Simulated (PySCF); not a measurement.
**Working out the ionisation energy of O**

O [He] 2s2 2p4 (3P) → O⁺ [He] 2s2 2p3 (4S). Calculation: PySCF 2.14, in aug-cc-pCVTZ-DK; scalar relativity by spin-free X2C-1e. Frozen: 1s2. Energies in hartree (1 hartree = 27.21139 eV):

| part | O (lower) | O⁺ (upper) |
| --- | --- | --- |
| UHF | -74.865208 | -74.423423 |
| CCSD correlation | -0.165786 | -0.116293 |
| (T) | -0.003585 | -0.001761 |

Question: What does Hartree-Fock give?

Answer: (-74.423423) − (-74.865208) = 0.441785 hartree = 12.022 eV.

Question: What do CCSD and CCSD(T) give?

Answer: The CCSD correlation energies differ by 0.049493 hartree = 1.347 eV and the triples by 0.001824 hartree = 0.050 eV, so CCSD gives 13.369 eV and CCSD(T) 13.419 eV.

Measured between the centres of the two terms (NIST): 13.608 eV, so CCSD(T) (valence) is off by -0.189 eV.

What remains against the reference includes basis incompleteness, the frozen core and higher excitations.
